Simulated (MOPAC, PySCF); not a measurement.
H$_{4}$Si, SMILES `[SiH4]`, neutral singlet in the gas phase. 

Cartesian coordinates (Å):
SMILES: [SiH4]
```xyz
5

Si     0.0000     0.0000     0.0000
H     -0.2543    -1.0486    -1.0093
H     -0.6817     1.2473    -0.4031
H      1.4536     0.2438     0.1014
H     -0.5178    -0.4426     1.3112
```
Charge 0, multiplicity 1.

All levels are single points at this geometry (CAM-B3LYP-D3(BJ)/def2-TZVP); Pople sets use spherical d functions. Orbital energies aren't observables, and empty levels follow the basis.

HF/6-31G* in PySCF gives dipole (D) = 0.00.

Q: Estimate the dipole (D) from each of these levels: CAM-B3LYP-D3(BJ)/def2-TZVP in PySCF; PBE-D3(BJ)/def2-TZVP in PySCF; TPSSh-D3(BJ)/def2-TZVP in PySCF; B3LYP/LANL2DZ in PySCF; HF/3-21G in PySCF; HF/STO-3G in PySCF; PM6 in MOPAC; PM7 in MOPAC.

A: 
| level | dipole (D) |
|---|---|
| CAM-B3LYP-D3(BJ)/def2-TZVP in PySCF | 0.00 |
| PBE-D3(BJ)/def2-TZVP in PySCF | 0.00 |
| TPSSh-D3(BJ)/def2-TZVP in PySCF | 0.00 |
| B3LYP/LANL2DZ in PySCF | 0.00 |
| HF/3-21G in PySCF | 0.00 |
| HF/STO-3G in PySCF | 0.00 |
| PM6 in MOPAC | 0.00 |
| PM7 in MOPAC | 0.00 |
